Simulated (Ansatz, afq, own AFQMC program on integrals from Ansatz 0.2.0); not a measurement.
## Where AFQMC and coupled cluster stand for SiH4O, triplet

```xyz
6

Si   -0.9469    0.0000    0.0000
H    -1.4418    1.3997    0.0000
H    -1.4418   -0.6999    1.2122
H    -1.4418   -0.6999   -1.2122
H     0.6931    0.0000    0.0000
O     1.8911    0.0000    0.0000
```

Connectivity, by distances: SiH3 ··· O, 1 bridging H.

Basis cc-pVTZ. Only valence electrons are correlated. Integrals, coupled cluster, full CI and functionals: Ansatz 0.2.0; the random walks run on the same integrals in our own AFQMC program. ph-AFQMC/CISD is guided by a CISD state made of CCSD amplitudes; releasing the constraint for a short imaginary time cuts its bias at the price of noise, slowly where states lie close. Error bars are statistical, one sigma.

Determinant: UHF, the one that the program's search chose, which needn't be the lowest solution. The geometry is a point of a scan.

No full CI on the walks' own integrals is used here. The released AFQMC energy serves as the reference, which it does only where one determinant dominates, the energy is flat over the last release times and near the phaseless one (40 meV or 2 meV an electron, half that with transition metals). On small molecules, where full CI could be run and the noise was under 10 meV, such values lay within 10 meV of it in 19 cases of 20, a flattering rate, since the rule was set on those same cases; what remains of the bias isn't in the error bar.

Cautions: lower spins were not checked; the released value is read at 1.62 1/Eh, later times being too noisy (meV from the phaseless value at times in 1/Eh: -1 ± 4 at 0.24, -8 ± 6 at 0.51, -16 ± 6 at 0.99, -14 ± 9 at 1.62, -5 ± 20 at 2.40).

* T1 diagnostic: 0.0200
* weight of the determinant in the CISD state: 0.866
* ⟨S²⟩ of the determinant: 2.043
* size of the correlated space: 14 electrons in 114 orbitals

| level | correlation energy (eV) |
| --- | --- |
| MP2 | -8.7198 |
| CCSD | -9.9291 |
| CCSD(T) | -10.2114 |

Question: Estimate where AFQMC with the constraint released lies against CCSD(T) on the same integrals.

Answer: 3.8 ± 0.8 kJ/mol below CCSD(T).

Reference: AFQMC with the constraint released, correlation energy -10.251 ± 0.009 eV.

```json
{"level": "CCSD(T)", "E − E(reference) (kJ/mol)": "3.8 ± 0.8", "share of correlation (%)": "99.62"}
{"level": "ph-AFQMC/CISD", "E − E(reference) (kJ/mol)": "1.4 ± 1.0", "share of correlation (%)": "99.86"}
```

A walk keeps the symmetry of its determinant, which the program's search chose and which needn't be the lowest solution, so a lower state of the same spin and another symmetry isn't excluded. Released energies are given only where the last usable release times agree within the noise; a slower fall can still hide under it.
